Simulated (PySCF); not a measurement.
A search over the determinants of LiH

Unrestricted PBE0; basis Li def2-TZVP, H def2-TZVP; no relativity; PySCF 2.14. Outer shells of the fragments: Li 2s1; H 1s1.

Followed along the bond (rough minima from three points):

```json
{"2Ms+1": "1", "unpaired": "none", "⟨S²⟩ at the start": "0.00", "R at minimum (Å)": "1.60", "Te (eV)": "0.00"}
{"2Ms+1": "3", "unpaired": "σ ↑↑", "⟨S²⟩ at the start": "2.00", "R at minimum (Å)": "none in the scan", "Te (eV)": "≤ 2.88"}
```

Solutions found at the starting distance of 1.605 Å, counted from the lowest of them; the search is not exhaustive and high or unbound solutions are not listed, so other states can lie among these:

```csv
2Ms+1,unpaired,term,E (eV),⟨S²⟩,⟨Lz²⟩,μ (D)
1,none,¹Σ⁺,0.00,0.00,0.00,-5.80
3,σ ↑↑,³Σ⁺,3.04,2.00,0.00,3.88
3,"σ ↑, π ↑",³Π,4.07,2.00,1.00,0.29
1,"σ ↑, π ↓",mixed,4.19,1.00,1.00,0.28
```

A term symbol is given only where ⟨S²⟩ and ⟨Lz²⟩ are close to those of a pure state; real π, δ and φ orbitals otherwise mix terms. A positive dipole means Li(−)H(+).

The measured ground state is X ¹Σ+ (Huber and Herzberg, Constants of Diatomic Molecules (1979)).

Counting both spins, an empty level lies below a filled one in some of these solutions, because spin and occupation are held.
